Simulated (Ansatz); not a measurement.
Calculated with Ansatz (gas phase, PBE0-D4/def2-TZVP geometries, no zero-point term in ΔE). CBS: MP2 limit from def2 TZ/QZ plus the TZ coupled-cluster correction, frozen cores. This one scheme is used for every species, atoms too. Open shells (•) are unrestricted, without spin–orbit coupling. Spin–orbit coupling would lower the free atoms: a little for C, F, O.

`CC(=O)F` → 2 C• + F• + 3 H• + O•  (atomization)

```csv
species,HF/def2-QZVPP energy (Eh)
`CC(=O)F`,-251.91957
C•,-37.69363
F•,-99.41589
H•,-0.49998
O•,-74.81863
```

Task: Work out ΔE.

Result: ΔE = 3 × (-0.49998) + 2 × (-37.69363) + (-99.41589) + (-74.81863) − (-251.91957) = 0.79785 Eh = +2094.8 kJ/mol. CCSD(T)/CBS gives +2949.6 kJ/mol.

Largest T1 diagnostic among the species: 0.014.

In def2-TZVPP, CCSD(T) changes the Hartree–Fock value by +783.7 kJ/mol (the triples alone add +55.5 kJ/mol) and MP2 by +873.9 kJ/mol; breaking electron pairs costs correlation energy, which Hartree–Fock lacks. Leaving LDA and LC-ωPBE aside and taking each functional with its dispersion term where it has one, the values, not all of them listed here, spread over 249.9 kJ/mol, from BHLYP-D4 to PBE-D4. LDA lies +410.2 kJ/mol from PBE without D4, its usual overbinding. From PBE to PBE0 (25 % exact exchange), in def2-TZVPP and without D4, ΔE moves by −95.2 kJ/mol: exact exchange takes away binding that semilocal exchange gives to molecules.

For atomizations the MP2-based limit and the directly extrapolated one differ by several kJ/mol either way, and by 10 to 25 for some Ge, Se and Sn compounds, so smaller differences from it don't rank the levels.
